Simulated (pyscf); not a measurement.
Four-centre exchange: `[F][SiH2][O][SiH3]` + `[OH][SiH3]` → `[F][SiH2][O][SiH2][O][SiH3]` + `[H][H]`

Gas phase, singlet surface, charge 0. Bonds broken: Si4–H7, O10–H12. Bonds formed: Si4–O10, H7–H12. Optimised with ωB97X-D3(BJ)/def2-SVP in PySCF.

Transition state (Å):

```xyz
15

F     -0.6815     0.6759     1.9376
Si    -1.9434    -0.2539     1.4504
O     -2.0609    -0.0678    -0.1778
Si    -0.8298    -0.1210    -1.3211
H     -1.6435    -1.6410     1.8701
H     -3.1666     0.2829     2.0871
H      0.1223    -1.1655    -0.2380
H     -0.8013    -1.2434    -2.2982
H     -1.2182     1.0448    -2.1878
O      0.6808     0.7885    -0.7419
Si     0.8164     2.4088    -0.1799
H      0.7555    -0.1676    -0.1947
H      1.6509     2.3639     1.0429
H     -0.5440     2.9346     0.0804
H      1.4839     3.1895    -1.2512
```

One imaginary mode, 1201i cm⁻¹; descent along it reached the two sides named, in the forms told below.

| bond | change | reactant side (Å) | saddle | product side |
|---|---|---|---|---|
| Si4–H7 | breaks | 1.484 | 1.781 | 3.6 |
| O10–H12 | breaks | 0.968 | 1.104 | 2.598 |
| Si4–O10 | forms | 3.0 | 1.856 | 1.647 |
| H7–H12 | forms | 3.1 | 1.183 | 0.760 |

Electronic energies relative to the separated reactants (kJ/mol):

| level | barrier | reaction energy | reverse barrier |
|---|---|---|---|
| ωB97X-D3(BJ)/def2-TZVP | 125.4 | -118.7 | 244.1 |
| PBE/def2-TZVP | 123.3 | -94.9 | 218.3 |
| r²SCAN/def2-TZVP | 120.9 | -113.5 | 234.4 |
| B3LYP-D3(BJ)/def2-TZVP | 130.8 | -114.8 | 245.6 |
| PBE0-D3(BJ)/def2-TZVP | 121.5 | -105.2 | 226.7 |
| M06-2X/def2-TZVP | 128.1 | -124.9 | 252.9 |
| ωB97M-D3(BJ)/def2-TZVP | 130.1 | -110.5 | 240.6 |
| HF/def2-TZVP | 224.4 | -97.8 | 322.2 |

With ωB97M-D3(BJ)/def2-TZVP energies and thermal terms (ideal gas, 1 atm, RRHO with modes under 100 cm⁻¹ raised to 100, one conformer, R ln 2 for chiral ones without a mode under 150 cm⁻¹), in kJ/mol:

| T (K) | ΔH‡ | ΔG‡ | ΔH | ΔG |
|---|---|---|---|---|
| 298 | 123.4 | 180.0 | -119.9 | -101.5 |
| 600 | 124.4 | 237.2 | -115.1 | -84.8 |
| 900 | 127.1 | 293.0 | -111.6 | -70.5 |
| 1200 | 130.5 | 347.8 | -108.9 | -57.2 |

On the reactant side the descent ends in a complex (not fully relaxed), 25.3 kJ/mol under the separated species and 150.8 kJ/mol under the saddle at ωB97X-D3(BJ)/def2-TZVP. The same reactants have a lower exit, to H₃Si–O–SiH₂–O–SiH₃ + HF (barrier +99.8 kJ/mol at ωB97M-D3(BJ)/def2-TZVP, against +130.1 kJ/mol here). One saddle was located; it need not be the lowest between these sides.
